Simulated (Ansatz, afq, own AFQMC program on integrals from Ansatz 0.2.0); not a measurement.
SiNH$_{2}$, quartet → SiNH₂⁺, quintet

```xyz
4

Si    0.0095   -0.1038    0.6022
N    -0.0872    0.1443   -1.1807
H     0.2656    1.1829    1.3191
H     0.6831   -0.2976   -1.6914
```

Connectivity, by distances: SiH–NH.

E(quintet, charge +1) − E(quartet, charge +0) at this geometry, on UHF and UHF determinants.

Basis cc-pVDZ. Noble-gas cores (and the filled d shells of Ga–Kr and In–Xe) are frozen. Ansatz 0.2.0 and our own AFQMC program on the same integrals; the CISD trial comes from CCSD amplitudes, and released means the phaseless constraint is let go. Error bars are statistical, one sigma. The errors of all members are added in quadrature.

No full CI on the walks' own integrals is used here; CCSDT(Q) serves as the reference and is uncertain by about the last step of the cluster series. Each member takes its own surest rung, up to full CI.

Errors are counted within cc-pVDZ, not against nature.

Cautions: SiNH₂ (quartet): another spin lies lower; SiNH₂⁺ (quintet): lower spins were not checked; this needn't be the first ionization; core correlation is missing, and it shifts such a gap most where an s electron is promoted.

Reference (CCSDT(Q)): 10.581 eV.

```json
{"level": "HF", "vertical ionization energy (eV)": "9.309", "error against CCSDT(Q) (eV)": "-1.272"}
{"level": "MP2", "vertical ionization energy (eV)": "10.581", "error against CCSDT(Q) (eV)": "-0.001"}
{"level": "CCSD", "vertical ionization energy (eV)": "10.516", "error against CCSDT(Q) (eV)": "-0.065"}
{"level": "CCSD(T)", "vertical ionization energy (eV)": "10.572", "error against CCSDT(Q) (eV)": "-0.009"}
{"level": "CCSDT", "vertical ionization energy (eV)": "10.574", "error against CCSDT(Q) (eV)": "-0.008"}
{"level": "ph-AFQMC/CISD", "vertical ionization energy (eV)": "10.577 ± 0.004", "error against CCSDT(Q) (eV)": "-0.005 ± 0.004"}
{"level": "released AFQMC", "vertical ionization energy (eV)": "10.580 ± 0.005", "error against CCSDT(Q) (eV)": "-0.002 ± 0.005"}
```

Correlation beyond CCSD(T) adds 0.009 eV. The perturbative (T) step is worth +0.056 eV.

Released energies are given only where the last usable release times agree within the noise; a slower fall can still hide under it.
